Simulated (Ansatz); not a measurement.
Rock-salt MgS, treated with HSE06 (plane waves, PAW; Ansatz, a program for electronic structure).

Numerical settings: plane-wave cutoff 460 eV, 8×8×8 k mesh, Fermi–Dirac smearing 0.01 eV, scalar-relativistic PAW data made under PBE.

Computed at the level's own relaxed cell.

Question: Give the computed width of the whole s-p valence band, band gap, bulk modulus and smallest direct gap on the k points sampled.

Answer: 
* **width of the whole s-p valence band**: 14.00 eV
* **band gap**: 3.82 eV (on the SCF k mesh) (indirect)
* **bulk modulus**: 80.1 GPa
* **smallest direct gap on the k points sampled**: 4.87 eV

Measured, for comparison: bulk modulus 81 GPa (corrected for zero-point motion; as tabulated in Goldzak et al. (2022), arXiv:2208.04865). Computed (rounded) less measured: bulk modulus -1 %.
